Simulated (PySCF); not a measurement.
# OH: energy against distance

Set-up: H def2-TZVPPD, O def2-TZVPPD; no relativity (PySCF 2.14). Energies in eV from H + O in their ground configurations at the same level. State: ²Π (doublet), unpaired electrons π ↑.

All columns are TPSSh. A positive dipole means H(−)O(+).

```csv
R (Å),E (eV),μ (D),Mulliken charge on H (basis-dependent),HOMO (eV),LUMO (eV),Mayer bond order,⟨S²⟩
0.835,-3.908,-1.55,0.12,-8.42,-5.34,1.07,0.75
0.874,-4.259,-1.58,0.15,-8.36,-5.28,1.04,0.75
0.913,-4.467,-1.60,0.18,-8.31,-5.23,1.02,0.75
0.942,-4.549,-1.61,0.20,-8.28,-5.19,1.01,0.75
0.971,-4.580,-1.62,0.21,-8.24,-5.15,1.00,0.75
1.000,-4.570,-1.64,0.22,-8.21,-5.12,0.99,0.75
1.039,-4.503,-1.65,0.23,-8.17,-5.07,0.98,0.75
1.087,-4.356,-1.67,0.24,-8.13,-5.02,0.97,0.75
1.146,-4.114,-1.69,0.25,-8.08,-4.96,0.97,0.75
1.224,-3.724,-1.71,0.25,-8.03,-4.89,0.96,0.76
```

A fit through these points gives, at Re = 0.977 Å, μ = -1.63 D and dμ/dR = -0.445 D/Å; the reduced mass is 0.9481 u.

**Question.** How strong is the fundamental in the double-harmonic approximation, I = 42.26·(dμ/dR)²/μred km/mol?

**Answer.** I = 42.26·(-0.445)²/0.9481 = 8.83 km/mol at TPSSh.

The state is the lowest determinant that a PBE0 search found; another state may lie lower at other levels.
